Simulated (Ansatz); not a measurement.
Take CdTe in the zinc blende structure (space group F-43m, No. 216; a = 6.618 Å) as the base.

Levels (all Ansatz, an electronic-structure program, PAW): PBE (420 eV, no SOC); PBEsol (420 eV, spin-orbit coupling left out).

Levels that relaxed their own cell: PBE and PBEsol.

```json
[
 {"level": "PBE", "lattice parameter a": "6.618 Å", "electron mass at Γ": "0.053 mₑ"},
 {"level": "PBEsol", "lattice parameter a": "6.489 Å", "electron mass at Γ": "0.055 mₑ"}
]
```

Measured: lattice parameter a 6.48 Å (room temperature; as listed in M J Lucero, T M Henderson, G E Scuseria, Journal of Physics Condensed Matter (2012)); electron mass at Γ 0.093 mₑ (temperature not stated; as listed in Magdalena Laurien, Oleg Rubel, Phys. Rev. B (2022)).

Computed minus measured — lattice parameter a: PBE +2.1 %, PBEsol +0.1 % (closest: PBEsol); electron mass at Γ: PBE -43 %, PBEsol -41 % (closest: PBEsol). Measured values not marked as corrected hold thermal and zero-point effects that the static-lattice runs lack.

Spin-orbit coupling, missing from the scalar runs, can matter with Te. The levels and masses belong to the bands next to the band gap. Effective masses come from finite differences of ±0.01 Å⁻¹. Whether these cells are dynamically stable was not tested.
